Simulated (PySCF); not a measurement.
HCF (singlet state).
SMILES with atom numbers: `[CH:1][F:2]` (hydrogens: H3 on C1)

The same species was optimised twice, with GFN2-xTB and with PBE0-D3(BJ)/def2-SVP (PySCF), and the same property calculations (PySCF, gas phase) were run on both structures.

```json
{"coordinate": "C1–H3 (Å)", "GFN2-xTB": "1.115", "PBE0-D3(BJ)/def2-SVP": "1.135", "change": "+0.020"}
{"coordinate": "C1–F2 (Å)", "GFN2-xTB": "1.299", "PBE0-D3(BJ)/def2-SVP": "1.294", "change": "-0.005"}
{"coordinate": "F2–C1–H3 (°)", "GFN2-xTB": "105.9", "PBE0-D3(BJ)/def2-SVP": "102.4", "change": "-3.5"}
```

Rotational constants: A = 497726, B = 36880, C = 34336 MHz (GFN2-xTB) against A = 461075, B = 37508, C = 34686 MHz (PBE0-D3(BJ)/def2-SVP). Point groups within 0.08 Å: Cs and Cs.

On the GFN2-xTB structure: HOMO (eV) -6.97 [PBE0/pcSseg-1]; LUMO (eV) -2.63 [PBE0/pcSseg-1]; dipole (D) 1.64 [PBE0/pcSseg-1]; GIAO shielding of C1 (ppm) -678.4 [PBE0/pcSseg-1]; GIAO shielding of F2 (ppm) -669.3 [PBE0/pcSseg-1].

What do these properties become on the PBE0-D3(BJ)/def2-SVP structure?

```json
{"property": "HOMO (eV)", "level": "PBE0/pcSseg-1", "on GFN2-xTB": "-6.97", "on PBE0-D3(BJ)/def2-SVP": "-7.07", "change": "-0.10"}
{"property": "LUMO (eV)", "level": "PBE0/pcSseg-1", "on GFN2-xTB": "-2.63", "on PBE0-D3(BJ)/def2-SVP": "-2.61", "change": "+0.02"}
{"property": "dipole (D)", "level": "PBE0/pcSseg-1", "on GFN2-xTB": "1.64", "on PBE0-D3(BJ)/def2-SVP": "1.55", "change": "-0.09"}
{"property": "energy, GFN2-xTB geometry as zero (kcal/mol)", "level": "PBE0/pcSseg-1", "on GFN2-xTB": "0.0", "on PBE0-D3(BJ)/def2-SVP": "-0.5", "change": "-0.5"}
{"property": "GIAO shielding of C1 (ppm)", "level": "PBE0/pcSseg-1", "on GFN2-xTB": "-678.4", "on PBE0-D3(BJ)/def2-SVP": "-605.3", "change": "+73.1"}
{"property": "GIAO shielding of F2 (ppm)", "level": "PBE0/pcSseg-1", "on GFN2-xTB": "-669.3", "on PBE0-D3(BJ)/def2-SVP": "-616.5", "change": "+52.8"}
```

The heavy atoms differ by 0.002 Å rms after alignment. Among all bonds C1–H3 changes most (+0.020 Å). Changes are differences of the printed values. Neither structure is proved a minimum here.
